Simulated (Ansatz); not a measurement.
# One arrangement of a pair

The pair of H2S (SMILES S, atoms 1–3) and CH2O (SMILES C=O, atoms 4–7), both closed shells, in one local arrangement (a lower one may exist), relaxed at PBE0-D4/def2-TZVP:

```xyz
7
angstrom
S 0.5948 -0.3959 -2.1290
H 0.3514 0.5473 -1.1974
H -0.6896 -0.4301 -2.5143
C -0.0640 0.0608 1.4645
O -0.0744 1.1188 0.9012
H -0.2349 -0.0155 2.5554
H 0.1168 -0.8855 0.9195
```

Program: Ansatz 0.2.0. Basis: def2-TZVPPD, with def2-QZVPPD for the basis limit. Cores are frozen in the correlated methods. B3LYP uses VWN-RPA correlation. Extrapolation: Hartree–Fock as exp(−7.88 √X), correlation as X^−2.97. Interaction energies count from these two fragments, frozen as in the pair, with the counterpoise correction; negative means bound.

Question: What is the interaction energy by CCSD(T) at an estimated basis limit (MP2 extrapolated from triple and quadruple zeta, plus CCSD(T) − MP2 in triple zeta)? (An estimate is asked for; the value comes from the calculation.)

Answer: Computed: -12.4 kJ/mol. Hartree–Fock alone gives -3.0 kJ/mol at the basis limit. It counts from the two fragments frozen as in the pair.

The same quantity by other methods in triple zeta, and each one's difference from that estimate:
| method | E_int (kJ/mol) | difference |
| --- | --- | --- |
| PBE-D4 | -14.3 | -1.8 |
| revPBE-D4 | -12.0 | 0.5 |
| BLYP-D4 | -12.1 | 0.3 |
| r2SCAN-D4 | -13.1 | -0.6 |
| B97M-V | -12.8 | -0.3 |
| PBE0-D4 | -13.7 | -1.2 |
| B3LYP-D4 | -12.7 | -0.3 |
| HSE06-D4 | -13.6 | -1.2 |
| wB97X-V | -12.4 | 0.0 |
| wB97M-V | -12.1 | 0.3 |
| B2PLYP | -9.1 | 3.3 |
| HF | -3.1 | 9.4 |
| MP2 | -11.5 | 1.0 |
| CCSD | -9.1 | 3.4 |
| CCSD(T) | -10.5 | 1.9 |
Differences are method less estimate.

Question: Which atoms make the shortest contact between the fragments?

Answer: H2 and O5, 2.22 Å apart.

Basis-set superposition shift (counterpoise-corrected less uncorrected): CCSD(T) 2.0; MP2 1.9; HF 0.2; PBE0-D4 0.2; wB97M-V 0.3 kJ/mol.

No T1 diagnostic of these runs exceeds 0.017.

For scale, one of the runs: CCSD(T)/def2-TZVPPD, 196 basis functions, launched by `ansatz run in.yaml --threads 2 --pin off --events-out ev --progress --plain --max-ram 5222MiB`. Hardware: 2 CPU threads of an Intel Xeon 6975P-C, shared host. Wall time 18 s; peak host memory 2.4 GiB.
